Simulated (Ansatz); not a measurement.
Geometry optimisation, RHF/def2-SVP in Ansatz 0.2.0.

The input (input.yaml):

```yaml
crystal:
  periodic: [false, false, false]
  atoms:
    - { symbol: Al, position_ang: [0.08597, -0.000129, 0.049495] }
    - { symbol: H, position_ang: [0.694557, -0.488004, 1.375707] }
    - { symbol: H, position_ang: [1.538738, 0.488071, -0.08608] }
    - { symbol: "N", position_ang: [-1.43629, -0.000145, -0.829416] }
    - { symbol: H, position_ang: [-2.315744, -0.302703, -0.456023] }
    - { symbol: H, position_ang: [-1.553131, 0.30291, -1.777583] }
basis:
  gaussian: { orbitals: def2-SVP }
hamiltonian:
  xc: hf
relax:
  f_tol: 0.03
  max_steps: 50
```

Command:

```bash
$ ansatz run input.yaml --threads 1 --pin off --max-ram 2048MiB --backend cpu --events-out ev --progress --plain --runs-dir out
```

Q: Where does it end, and by what steps?

A: The run converged. After 5 steps the energy has fallen by 1.155 eV; H3 moved furthest, 0.50 Å.

```tsv
step	energy less start (eV)	largest force component (eV/Å)	accepted
0	0.0000	1.982	yes
1	-0.7253	1.049	yes
2	-1.0094	1.228	yes
3	-1.1451	0.291	yes
4	-1.1549	0.050	yes
5	-1.1550	0.005	yes
```

```xyz
6
Properties=species:S:1:pos:R:3
Al 0.216 0.000 0.125
H 0.255 -0.634 1.570
H 1.487 0.634 -0.564
N -1.315 0.000 -0.759
H -2.179 -0.375 -0.417
H -1.451 0.375 -1.678
```

Whether the end is a true minimum wasn't checked by a vibrational analysis.

The run took 2.2 s on 1 thread of Arm Neoverse V2, with other jobs on the host, peak memory 0.092 GiB.
